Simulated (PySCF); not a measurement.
Compound: 1,3-propanediol, C3H8O2.
Bonds: O1–C2, C2–C3, C3–C4, C4–O5. Hydrogens: H6 on O1; H7, H8 on C2; H9, H10 on C3; H11, H12 on C4; H13 on O5.

The calculation used TDDFT CAM-B3LYP/def2-SVPD, vertical, gas phase, core orbitals frozen in the response in PySCF. Geometry: GFN2-xTB, one conformer, isolated molecule. Torsions of this conformer, `[OH:1][CH2:2][CH2:3][CH2:4][OH:5]`: O1–C2–C3–C4 66°, C2–C3–C4–O5 -62°, H–O1–C2–C3 -53°, H–O5–C4–C3 -62°.

```csv
state,λ (nm),E (eV),f,|μ| (D),"main configurations (H = HOMO, L = LUMO)"
S1,176.5,7.02,0.0066,0.50,"H→L (55%), H-1→L (31%)"
S2,167.1,7.42,0.011,0.63,"H-1→L (44%), H→L (24%), H→L+3 (12%)"
S3,156.6,7.92,0.029,0.98,H→L+1 (84%)
S4,153.0,8.10,0.0081,0.51,"H→L+2 (69%), H→L (10%)"
S5,150.1,8.26,0.017,0.74,"H-1→L+1 (60%), H→L+3 (19%)"
S6,145.5,8.52,0.022,0.82,"H→L+3 (42%), H-1→L+1 (17%)"
S7,144.1,8.61,0.033,1.00,"H-1→L+2 (54%), H-1→L+3 (12%), H-2→L (12%)"
S8,142.1,8.72,0.022,0.82,"H-2→L (44%), H-1→L+2 (26%), H-1→L+3 (12%)"
```

Triplets (Tamm–Dancoff): T1 6.75 eV, H→L (44%), H-1→L (36%); T2 7.18 eV, H-1→L (32%), H→L (27%), H→L+3 (13%); T3 7.79 eV, H→L+1 (83%).

The lowest singlet comes at 176 nm (678 kJ/mol) in the vacuum ultraviolet; it is weak; its leading configuration is HOMO→LUMO (55%). The most intense listed level is S7 at 8.61 eV (144 nm, f = 0.033), 1.58 eV above S1. Löwdin shares by element: HOMO oxygen 63%, carbon 22% or more; LUMO carbon 25% or more, oxygen 23% or more, hydrogen 16% or more (atoms not listed hold the other 36%). The oscillator strengths of these states sum to 0.148; summed over the whole spectrum of an exact calculation they would give the number of electrons, 42 (Thomas–Reiche–Kuhn). Orbital energies (eV): HOMO-3 -11.38, HOMO-2 -10.94, HOMO-1 -9.63, HOMO -9.10, LUMO 1.05, LUMO+1 1.67, LUMO+2 2.03. Weighted by f, the mean energy of these states is 8.25 eV. The window holds the lowest 8 singlets.
